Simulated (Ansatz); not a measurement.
**Worked example: the barrier**

An elementary step of C2H4N, doublet (C₂H₂ (C#C) + NH₂ → C₂H₄N ([CH][CH][NH2]); bonds formed: C1–N3). “Start” is the structure reached by relaxing down from the saddle towards the reactants; PBE0-D4/def2-TZVP structures. The saddle:

C1  (-0.040, -0.855, 0.425)
C2  (1.032, -0.414, 0.788)
N3  (-0.979, 0.594, -0.849)
H4  (-0.869, -1.515, 0.310)
H5  (1.942, 0.084, 1.033)
H6  (-0.892, 1.390, -0.212)
H7  (-0.193, 0.716, -1.494)
(Å)

Ansatz 0.2.0; basis: def2-TZVPP and def2-QZVPP; cores frozen in the correlated methods; orbitals are unrestricted.

Energies in eV:

| quantity | saddle | start |
| --- | --- | --- |
| Hartree–Fock, triple zeta (X = 3) | -3603.31373 | -3603.99556 |
| Hartree–Fock, quadruple zeta (X = 4) | -3603.47825 | -3604.15882 |
| MP2 correlation, X = 3 | -13.43157 | -13.43140 |
| MP2 correlation, X = 4 | -14.36534 | -14.35724 |
| CCSD(T) correlation, X = 3 | -15.17238 | -14.83907 |

Task: Work out the barrier at the basis limit: extrapolate Hartree–Fock as E(X) = E∞ + A exp(−7.88 √X) and the MP2 correlation as E(X) = E∞ + B X^−2.97 (the exponents that Neese and Valeev fitted for def2-TZVPP and QZVPP), then add CCSD(T) − MP2 in triple zeta.

Result: Each step is linear, so take the differences first (saddle − start): Hartree–Fock 0.68183 (X = 3) and 0.68057 (X = 4); MP2 correlation -0.00017 and -0.00810; CCSD(T) correlation -0.33331.
Two points give E∞ = E(4) + w [E(4) − E(3)], with w = 1/(exp(7.88 (2 − √3)) − 1) = 0.1377 for Hartree–Fock and w = 1/((4/3)^2.97 − 1) = 0.7407 for the correlation.
Hartree–Fock: 0.68057 + 0.1377 × (-0.00126) = 0.6804 eV.
MP2 correlation: -0.00810 + 0.7407 × (-0.00793) = -0.0140 eV.
CCSD(T) − MP2: -0.33331 − (-0.00017) = -0.3331 eV.
Sum: 0.6804 + (-0.0140) + (-0.3331) = 0.3333 eV, or 7.69 kcal/mol. Plain CCSD(T) in triple zeta gives 0.3485 eV, so the larger basis shifts the result by -0.0152 eV.

No T1 diagnostic of these runs exceeds 0.035. ⟨S²⟩ of the unrestricted Hartree–Fock references: 0.76 to 0.96 (a pure state has 0.75). The unrestricted reference is spin-contaminated, which hurts MP2 most.

Labels in which every atom is bracketed show which atoms are joined, not bond orders.

For scale, one of the runs: CCSD(T)/def2-TZVPP, 149 basis functions, launched by `ansatz run in.yaml --threads 2 --pin off --events-out ev --progress --plain --max-ram 4352MiB`. Time: 57 s of wall clock on 2 CPU threads of an Arm Neoverse V1; the host was shared. Peak host memory: 2.3 GiB.
